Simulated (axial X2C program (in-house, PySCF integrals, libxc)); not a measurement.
Testing model relations on OH

A bond curve at the CCSD(T) level, with spin–orbit coupling, was computed with an in-house relativistic program for diatomic molecules (basis O dyall-av3z [7s6p3d2f], H dyall-v3z [6s2p1d] (cores contracted in-house)) for the state Ω = 3/2 (⟨Sz⟩ = 0.50, ⟨Lz⟩ = 1.00 at HF). Its fit gives Re = 0.9737 Å, ωe = 3713.8 cm⁻¹, ωexe = 83.8 cm⁻¹ and αe = 7.138e-01 cm⁻¹; the masses are 15.9949 and 1.0078 u. Two-component means X2C with spin–orbit coupling and atomic mean-field Coulomb and Gaunt terms.

Correlated methods: 7 electrons correlated (number of frozen shells: O 1 s; H none), 129 virtual spin orbitals or spinors in MP2, 79 natural virtuals in coupled cluster.

Question: Find the reduced mass, Be and the force constant.

Answer: From the CCSD(T) values: μ = 0.9481 u. Be = 16.8576/(μ Re²) = 18.75 cm⁻¹. k = 5.8918×10⁻⁷ μ ωe² = 7.7 mdyn/Å.

Question: Scale the constants to the deuteride (D 2.0141 u) within the Born–Oppenheimer picture.

Answer: ρ = √(μH/μD) = 0.7280; ωe = 2703.7, ωexe = 44.4, Be = 9.94 cm⁻¹; the zero-point energy falls by 495 cm⁻¹.

Question: Estimate De from a Morse curve and compare with the computed well depth of 4.522 eV to O + H.

Answer: De(Morse) = ωe²/(4ωexe) = 5.102 eV against 4.522 eV computed, a ratio of 1.13. For De the Morse form works well here.

Question: Where do the fundamental and the first overtone lie?

Answer: ν(1←0) = ωe − 2ωexe = 3546.2 cm⁻¹; ν(2←0) = 2ωe − 6ωexe = 6924.8 cm⁻¹.

Question: Estimate the centrifugal constant by the Kratzer relation.

Answer: D = 4Be³/ωe² = 1.91e-03 cm⁻¹.

The state is a single determinant with fixed occupations, the lowest that a limited PBE0 search found. De is counted from the lowest determinant-based energies of the atoms at the same level, without counterpoise correction. CCSD and (T) use frozen natural virtuals with an MP2 correction for the truncation; (T) itself is uncorrected, so its De runs slightly low.
